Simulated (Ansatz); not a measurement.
Which is lower?

Two relaxed structures of CH$_{5}$AlN, doublet (PBE0-D4/def2-TZVP; forces vanish, vibrations not checked).

A:

| atom | x (Å) | y (Å) | z (Å) |
| --- | --- | --- | --- |
| N1 | -0.9258 | 0.7681 | -0.5379 |
| C2 | 0.2367 | 0.2951 | -0.3368 |
| Al3 | 1.0001 | -1.5202 | 0.3014 |
| H4 | -1.7590 | 0.1990 | -0.3755 |
| H5 | -1.0886 | 1.7179 | -0.8644 |
| H6 | 1.8436 | -2.0214 | -0.9611 |
| H7 | 1.7624 | -1.1405 | 1.6544 |
| H8 | -0.4921 | -2.1439 | 0.4646 |

B:

N1  (-0.706, 0.718, -0.729)
C2  (0.204, 0.922, 0.154)
Al3  (0.331, -0.934, -0.483)
H4  (1.915, -2.049, 1.997)
H5  (-1.376, 1.432, -1.013)
H6  (0.321, 1.890, 0.651)
H7  (2.566, -1.727, 1.824)
H8  (-0.459, -2.024, 0.389)
(Å)

Program: Ansatz 0.2.0. Basis: def2-TZVPP. Cores are frozen in the correlated methods; orbitals are unrestricted. B3LYP uses VWN-RPA correlation.

Problem. Which structure is lower at CCSD(T), and by how much? (To be estimated.)

Solution. By the calculation: B, by 0.500 eV (electronic energy, against the other). By their contacts, A is CH₅AlN ([NH2][C][AlH3]) and B is a complex of CH₃AlN ([CH]1[NH][AlH]1) + H₂.

All methods give the same order:

```json
{"method": "PBE-D4", "E(B) − E(A) (eV)": "-0.470"}
{"method": "r2SCAN-D4", "E(B) − E(A) (eV)": "-0.370"}
{"method": "PBE0-D4", "E(B) − E(A) (eV)": "-0.412"}
{"method": "B3LYP-D4", "E(B) − E(A) (eV)": "-0.342"}
{"method": "wB97M-V", "E(B) − E(A) (eV)": "-0.367"}
{"method": "HF", "E(B) − E(A) (eV)": "-0.025"}
{"method": "MP2", "E(B) − E(A) (eV)": "-0.755"}
{"method": "CCSD", "E(B) − E(A) (eV)": "-0.425"}
{"method": "CCSD(T)", "E(B) − E(A) (eV)": "-0.500"}
```

No T1 diagnostic of these runs exceeds 0.019. ⟨S²⟩ of the unrestricted Hartree–Fock references: 0.76 to 0.77 (a pure state has 0.75).

Labels in which every atom is bracketed show which atoms are joined, not bond orders.

For scale, one of the runs: CCSD(T)/def2-TZVPP, 174 basis functions, launched by `ansatz run in.yaml --threads 2 --pin off --events-out ev --progress --plain --max-ram 4352MiB`. The run took 92 s on 2 CPU threads of an Intel Xeon 6975P-C (shared host), with 1.6 GiB of host memory at its peak.
